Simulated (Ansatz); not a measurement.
# C2H2ClNO: small, medium and large basis sets

How large a basis does C2H2ClNO need? Two functionals are run in growing sets.

The runs use Ansatz 0.2.0, Gaussian basis; one geometry, several basis sets.

The runs, in order: PBE0-D4/def2-SVP; ωB97M-V/def2-SVP; PBE0-D4/def2-QZVPP; ωB97M-V/def2-QZVPP; the functionals' def2-TZVPP values are taken from earlier runs.

### 1 The relaxed structure

An earlier PBE0-D4 in a triple-zeta def2 set relaxation fixed the geometry.

SMILES `N=C(Cl)C=O`, 7 atoms, charge 0, spin multiplicity 1.

Atoms are counted from 1 here; the program's logs count them from 0.

Bond lengths: N1–C2 1.252 Å, N1–H6 1.018 Å, C2–Cl3 1.734 Å, C2–C4 1.507 Å, C4–O5 1.193 Å, C4–H7 1.106 Å. Angles: C2–N1–H6 113.5°, N1–C2–Cl3 126.4°, N1–C2–C4 118.2°, Cl3–C2–C4 115.4°, C2–C4–O5 124.4°, C2–C4–H7 111.7°, O5–C4–H7 124.0°.

### 2 PBE0-D4 in def2-SVP

The input, in.yaml:

```yaml
crystal:
  periodic: [false, false, false]
  atoms:
    - {symbol: N, position_ang: [-0.829271, 0.990237, 0.522741]}
    - {symbol: C, position_ang: [-0.020105, 0.045280, 0.377976]}
    - {symbol: Cl, position_ang: [0.788534, -0.819850, 1.644436]}
    - {symbol: C, position_ang: [0.303620, -0.408128, -1.022194]}
    - {symbol: O, position_ang: [1.056667, -1.294991, -1.285910]}
    - {symbol: H, position_ang: [-0.994711, 1.236430, 1.496841]}
    - {symbol: H, position_ang: [-0.243533, 0.183022, -1.779489]}
basis:
  gaussian: {orbitals: def2-SVP}
hamiltonian: {xc: pbe0, dispersion: d4}
output: {orbitals: {seedname: orbitals}}
```

On the command line:

```sh
ansatz run in.yaml --threads 2 --pin off --events-out ev --progress --plain --max-ram 4352MiB
```

The runs that follow: ωB97M-V in def2-SVP; PBE0-D4 in def2-QZVPP; ωB97M-V in def2-QZVPP.

Q: Predict the results of all the runs planned. Wanted: PBE0-D4: double and triple zeta above quadruple; ωB97M-V: double and triple zeta above quadruple.

As calculated:

| quantity | value |
| --- | --- |
| PBE0-D4: double and triple zeta above quadruple | 11.48, 0.66 eV |
| ωB97M-V: double and triple zeta above quadruple | 11.59, 0.63 eV |

What this shows: For PBE0-D4 the step from double to triple zeta gains 10.82 eV and the next only 0.66 eV. These are total energies; as a rule much of such shifts cancels in differences, which this series doesn't test.
